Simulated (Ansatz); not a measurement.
Ansatz results at the PBE0-D4/def2-TZVP geometry: ideal-gas entropy at 298 K and 1 bar (rigid rotor, harmonic PBE0-D4/def2-TZVP) 246 J/(mol·K); size of the dipole moment (B3LYP/def2-TZVPP) 1.68 D; size of the dipole moment (PBE/def2-TZVPP) 1.55 D.

Question: Which molecule gave them?
A. `[SH][Al][SH]`•
B. `C#C[O]`•
C. `[CH2]COC`•
D. `[CH2][SiH3]`•

Answer: B. The others give `[SH][Al][SH]`•: 319, 1.29, 1.13; `[CH2][SiH3]`•: 282, 0.67, 0.65; `[CH2]COC`•: 318, 1.30, 1.22.

B3LYP here is the variant with VWN-RPA as its local correlation; programs differ in this.
